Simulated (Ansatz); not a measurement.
**CH2S2: basis-set convergence**

One table from this session's results is given with a row withheld; the runs are named, their logs left out.

Computed with Ansatz 0.2.0, Gaussian basis. Level: one geometry, several basis sets.

Plan: PBE0-D4/def2-SVP; ωB97M-V/def2-SVP; PBE0-D4/def2-QZVPP; ωB97M-V/def2-QZVPP; the functionals' def2-TZVPP values are taken from earlier runs.

### Structure used throughout

An earlier PBE0-D4 in a triple-zeta def2 set relaxation fixed the geometry.

5 atoms, charge 0, spin multiplicity 1.

Atoms are counted from 1 here; the program's logs count them from 0.

Bond lengths: C1–S2 1.784 Å, C1–S3 1.784 Å, C1–H4 1.085 Å, C1–H5 1.085 Å, S2–S3 2.067 Å. Angles: S2–C1–S3 70.8°, S2–C1–H4 115.6°, S2–C1–H5 115.6°, S3–C1–H4 115.6°, S3–C1–H5 115.6°, H4–C1–H5 116.0°, C1–S2–S3 54.6°, C1–S3–S2 54.6°.

As a file:

```xyz
5

C    -0.0470    0.2236   -0.2610
S     0.2634   -0.0028    1.4816
S     0.1134   -1.5196    0.0849
H    -1.0454    0.5599   -0.5190
H     0.7656    0.6651   -0.8279
```

Set-up of the first run:

in.yaml reads:

```yaml
crystal:
  periodic: [false, false, false]
  atoms:
    - {symbol: C, position_ang: [-0.046965, 0.223582, -0.261013]}
    - {symbol: S, position_ang: [0.263424, -0.002757, 1.481573]}
    - {symbol: S, position_ang: [0.113366, -1.519636, 0.084917]}
    - {symbol: H, position_ang: [-1.045377, 0.559879, -0.518997]}
    - {symbol: H, position_ang: [0.765551, 0.665131, -0.827879]}
basis:
  gaussian: {orbitals: def2-SVP}
hamiltonian: {xc: pbe0, dispersion: d4}
output: {orbitals: {seedname: orbitals}}
```

Launch:

```sh
ansatz run in.yaml --threads 2 --pin off --events-out ev --progress --plain --max-ram 4352MiB
```

Steps of the session up to this table: PBE0-D4 in def2-SVP; ωB97M-V in def2-SVP; PBE0-D4 in def2-QZVPP; ωB97M-V in def2-QZVPP.

One table of the session follows, with a row left open; its other results are not shown here.

It belongs to the step «Density functionals: the series». 

```
functional       basis  HOMO (eV)
   PBE0-D4    def2-SVP          ?
   PBE0-D4  def2-TZVPP      -6.23
   PBE0-D4  def2-QZVPP      -6.28
   ωB97M-V    def2-SVP      -8.28
   ωB97M-V  def2-TZVPP      -8.40
   ωB97M-V  def2-QZVPP      -8.45
```

Q: Estimate the row for PBE0-D4, def2-SVP from the others.

The run gave: HOMO (eV): -6.14. In the column «HOMO (eV)» it is the highest.
